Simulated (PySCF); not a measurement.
Compound: nitrosyl fluoride, FNO.
InChI=1S/FNO/c1-2-3

The closed-shell ground state was solved at several levels (PySCF, density fitting, gas phase, non-relativistic). Geometry: PBE0-D3(BJ)/def2-SVP; no solvent, vibrations or thermal averaging.

| level | basis functions | total energy (Eh) | HOMO (eV) | LUMO (eV) | gap (eV) | dipole (D) |
| --- | --- | --- | --- | --- | --- | --- |
| PBE0/pcSseg-1 | 51 | -229.4602 | -9.68 | -3.20 | 6.48 | 1.09 |
| wB97X-D/def2-SVPD | 66 | -229.4727 | -11.89 | -1.50 | 10.39 | 1.15 |
| B3LYP/pcJ-1 | 81 | -229.7090 | -9.39 | -3.50 | 5.89 | 1.07 |

What might PBE/pcSseg-2 (108 basis functions) give for the same quantities?

Total energy -229.6064 Eh, HOMO -8.12 eV, LUMO -4.51 eV, gap 3.61 eV, dipole 1.04 D.

Over all these levels, which gives the widest orbital gap and which the narrowest?

wB97X-D/def2-SVPD (range-separated hybrid) has the widest, 10.39 eV, and PBE/pcSseg-2 (GGA) the narrowest, 3.61 eV. Functional and basis both differ between the two, so the spread mixes both effects.

How far do the dipole and the HOMO energy spread over the levels?

The dipole runs from 1.04 to 1.15 D (mean 1.09 D) and the HOMO from -11.89 to -8.12 eV.

Note: wB97X-D ran without an empirical dispersion term, which enters the total energy and its gradient alone.
